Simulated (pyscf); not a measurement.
## Routes from `[CH2]=[CH][F]` + `[FH]`

Candidate steps break at most two bonds and form at most two. Each was searched with GFN2-xTB (tblite) first. Single points on ωB97X-D3(BJ)/def2-SVP structures (PySCF, gas phase). Correlated levels are frozen-core, on RHF or UHF. ΔMP2 is the change of the MP2 total energy from the triple- to the quadruple-zeta basis. Energies: CCSD(T)/def2-TZVPP + ΔMP2(QZVPP), eV, from the separated reactants, singlet surface.

```csv
products,type,ΔE‡,ΔE,ΔG‡ 298 K,ΔG‡ 900 K,ν‡ (cm⁻¹)
H₃C–CH(F)–F,addition across a multiple bond or ene-type step,1.96,-1.05,2.31,3.19,1838i
F–CH₂–CH₂–F,addition across a multiple bond or ene-type step,2.49,-0.46,2.83,3.69,1984i
```

Plain bond fissions and candidates not yet searched are not listed, and one of them may be faster. Each barrier is that of the saddle found; lower ones may exist. The CCSD(T) − MP2 part came from Ansatz, without density fitting, on the same reference.
